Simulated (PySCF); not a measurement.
Computed data sheet: 1,4-dihydroquinoxaline radical cation, `C1=CNc2ccccc2N1` [SMILES of the parent framework; charge +1 and doublet state]

Compound: 1,4-dihydroquinoxaline radical cation, C8H8N2 (charge +1 and doublet state).
Z-matrix (Å and degrees, PBE0-D3(BJ)/def2-SVP geometry), rows numbered from 1:
```
C 
C   1  1.3668
N   2  1.3577  1  119.81
C   3  1.3828  2  122.17  1    -0.04
C   4  1.3974  3  122.09  2  -179.98
C   5  1.3869  4  119.59  3  -179.99
C   6  1.4020  5  120.52  4     0.03
C   7  1.3870  6  120.52  5    -0.04
C   8  1.3974  7  119.58  6     0.03
N   1  1.3576  2  119.83  3     0.04
H   1  1.0893  2  122.10  3  -179.98
H   2  1.0894  1  122.12  3   179.99
H   3  1.0156  2  119.38  1  -179.97
H   5  1.0924  4  119.72  3     0.02
H   6  1.0915  5  119.57  4  -179.99
H   7  1.0915  6  119.92  5   179.97
H   8  1.0924  7  120.67  6  -179.99
H  10  1.0156  1  119.39  2   179.99
```

From PBE0-D3(BJ)/def2-SVP geometry optimisation, gas phase (PySCF):

```yaml
Point_group: C2v
Rotational_constants_A_B_C: 3.073, 1.249, 0.888 GHz
```

**UKS B3LYP, IGLO-III on C N, pcH-1 on H, non-relativistic, mean-field spin-orbit, GIAO (PySCF)**

```yaml
Isotropic_g_value: 2.00304
Principal_g_values: 2.00211, 2.00301, 2.00399
Spin_squared_⟨S²⟩: 0.756
Largest_Mulliken_spin_population: 0.29 on N3/N10
Largest_isotropic_hyperfine_couplings_means_over_sets_of_like_nuclei: 1H -25.4 (H13/H18), 14N +13.3 (N3/N10), 1H -11.0 (H11/H12), 13C -6.2 (C4/C9), 1H -4.8 (H15/H16) MHz
```

Monoisotopic mass of the ion (most abundant isotopes, electron mass counted): 132.0682 u.

At 9.50 GHz, hν = g·μB·B₀ (B₀ the magnetic field) puts the centre of the isotropic spectrum, to first order, at 338.9 mT. The rotational constants make it an asymmetric top with κ = (2B − A − C)/(A − C) = -0.67, nearer the prolate limit (−1). ⟨S²⟩ is 0.006 above the pure-spin value S(S + 1) = 0.75. g_iso is shifted by about +720 ppm from the free-electron value 2.002319; the principal values span 0.0019. With B = h/(8π²I), that is 505.379 GHz u Å² over I, the principal moments of inertia are 164.4, 404.7 and 569.1 u Å² (most abundant isotopes).

One conformer stands for the species.
